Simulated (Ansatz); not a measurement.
# Could Ta2O5 exist in this structure?

Plane-wave DFT in Ansatz with scalar-relativistic PAW potentials. The crystal relaxes under PBEsol to C2/c with a = 12.817 Å, b = 4.868 Å, c = 5.526 Å, β = 103.7°, 11.96 Å³/atom. No spin polarisation.

```xyz
14
Lattice="6.4084 -2.4342 0.0334 6.4084 2.4342 0.0334 -1.3373 0.0000 5.3617" Properties=species:S:1:pos:R:3 pbc="T T T"
Ta    7.1838   -1.2393    4.1576
Ta    3.6271   -1.2393    3.9518
Ta    4.2957    1.2393    1.2710
Ta    7.8524    1.2393    1.4767
O     5.4054   -1.9327    4.0547
O     6.0741    1.9327    1.3739
O     4.2904    0.2573    2.8278
O     7.8577    0.2573   -0.0801
O     7.1890   -0.2573    2.6007
O     3.6218   -0.2573    5.5087
O     9.0210   -0.3448    4.7283
O     1.7898   -0.3448    3.3811
O     2.4584    0.3448    0.7003
O     9.6897    0.3448    2.0474
```

Task: Test it against the elements, against displacements at the zone centre and against strain.

Result:
- Energy over the elements: -2.888 eV/atom (PBEsol, standard states in the same functional, gases uncorrected)
- Optical modes at Γ: all 39 real, 82 to 943 cm⁻¹ (PBEsol, without the LO-TO term)
- Least eigenvalue of the elastic tensor: 45 GPa (PBEsol)

It passes all three tests. So it is a local minimum against everything tried and bound against the elements. Modes at other wave vectors, other structures and decomposition into other compounds weren't tested here.

Spin–orbit coupling is left out, which can shift energies with elements as heavy as these.